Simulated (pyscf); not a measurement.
Thermochemistry of product channels of `[OH][PH2]` + `[SiH2]` [singlet] on the singlet surface, in kJ/mol, from ωB97M-D3(BJ)/def2-TZVP energies (ideal gas, 1 atm, RRHO with modes under 100 cm⁻¹ raised to 100, one conformer, R ln 2 for chiral ones without a mode under 150 cm⁻¹). Optimised with ωB97X-D3(BJ)/def2-SVP in PySCF.

```tsv
products	ΔE	ΔH(298 K)	ΔG(900 K)	ΔG(1200 K)
`[OH][SiH2][PH2]`	-348.6	-337.5	-209.9	-170.4
`[PH3]` + `[O]=[SiH2]`	___	-147.3	-136.5	___
`[OH][P]=[SiH2]` + `[H][H]`	-57.7	-61.1	-45.5	-43.9
`[OH][PH][SiH3]`	-234.8	-224.4	-100.6	-62.4
`[SiH][O][PH2]` [singlet] + `[H][H]`	-123.8	-132.1	-111.3	___
```

Q: Fill in the missing entries.

A: 
- `[PH3]` + `[O]=[SiH2]`, ΔE: -145.2
- `[PH3]` + `[O]=[SiH2]`, ΔG(1200 K): -132.4
- `[SiH][O][PH2]` [singlet] + `[H][H]`, ΔG(1200 K): -107.4

These are energies of the channels, which say nothing of barriers. HO–P=SiH₂ lies 134.4 kJ/mol over its isomer HO–SiH=PH (electronic energy, ωB97M-D3(BJ)/def2-TZVP). :HSi–O–PH₂ [singlet] lies 68.2 kJ/mol over its isomer HO–SiH=PH (electronic energy, ωB97M-D3(BJ)/def2-TZVP).
